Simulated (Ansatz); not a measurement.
**CHO (doublet): from Hartree-Fock to the top rungs, def2-QZVPP**

The task here is to estimate one member of a computed series from the others.

The runs use Ansatz 0.2.0, Gaussian basis; def2-QZVPP, core rule «outside noble gas», up to 2 orbitals frozen.

To be run: UHF; ROHF; CCSD(T) on UHF.

2 further runs of the same task are left out: 2 set aside as unsound or not needed.

## The geometry

The geometry is a PBE0/def2-TZVP stationary point (not a proven minimum).

3 atoms, charge 0, spin multiplicity 2.

Atoms are counted from 1 here; the program's logs count them from 0.

Bond lengths: O1–C2 1.169 Å, C2–H3 1.125 Å. Angles: O1–C2–H3 124.8°.

Set-up of the first run:

The input, in.yaml:

```yaml
crystal:
  periodic: [false, false, false]
  atoms:
    - {symbol: O, position_ang: [0.000000, 0.074551, 0.542472]}
    - {symbol: C, position_ang: [0.000000, -0.152157, -0.604077]}
    - {symbol: H, position_ang: [0.000000, 0.629740, -1.412618]}
basis:
  gaussian: {orbitals: "def2-QZVPP.json"}
magnetization: {spin_polarized: true, initial_magnetization: 1}
hamiltonian: {xc: hf}
output: {orbitals: {seedname: orbitals}}
```

On the command line:

```console
$ ansatz run in.yaml --threads 1 --pin off --events-out ev --progress --plain --max-ram 2393MiB
```

Steps of the session up to this table: UHF; ROHF; CCSD(T) on UHF.

One table of the session follows, with a row left open; its other results are not shown here.

| method | from UCCSD(T) (meV) |
| --- | --- |
| ROHF | ? |
| UHF | +11276.2 |
| UMP2 | +599.8 |
| UCCSD | +503.8 |
| UCCSD(T) | 0 |

**Question.** Estimate the row for ROHF.

As computed: from UCCSD(T) (meV): +11428.2. In the column «from UCCSD(T) (meV)» it is the highest.
